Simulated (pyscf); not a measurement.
GeH₃• + disilane (H₃Si–SiH₃) → H₃Si–GeH₃ + silyl (SiH₃•), a substitution at Si (doublet surface; Si–Si broken, Ge–Si formed). Structures and frequencies: ωB97X-D3(BJ)/def2-SVP in PySCF. Energies in kcal/mol from the separated reactants.

Small-basis levels: PySCF, no dispersion term, spherical d functions. GFN2-xTB: tblite. Open shells are spin-unrestricted. 

```tsv
level	barrier	reaction energy
HF/3-21G	31.6	-0.5
HF/6-31G*+LANL2DZ	32.8	+4.3
MP2/6-31G*+LANL2DZ	22.8	+6.0
SVWN5/6-31G*+LANL2DZ	-0.7	+5.1
B3LYP/STO-3G	10.0	-0.7
B3LYP/3-21G	13.5	-0.4
B3LYP/LANL2DZ	19.9	+3.3
B3LYP/6-31G*+LANL2DZ	14.3	+4.5
GFN2-xTB	-0.4	-7.3
ωB97M-D3(BJ)/def2-TZVP	11.4	+4.3
```

Against the last row the barrier runs from -12.1 (SVWN5/6-31G*+LANL2DZ) to +21.4 kcal/mol (HF/6-31G*+LANL2DZ). At SVWN5/6-31G*+LANL2DZ, GFN2-xTB this geometry lies under one side, so the entry may be no barrier of that level: it is a single point on another level's saddle. ωB97M-D3(BJ)/def2-TZVP has limits of its own. This is the saddle that the search found; another between the same sides may lie lower. The angle at the attacked Si is 180°. In the def2 sets elements up to Kr have no core potential.
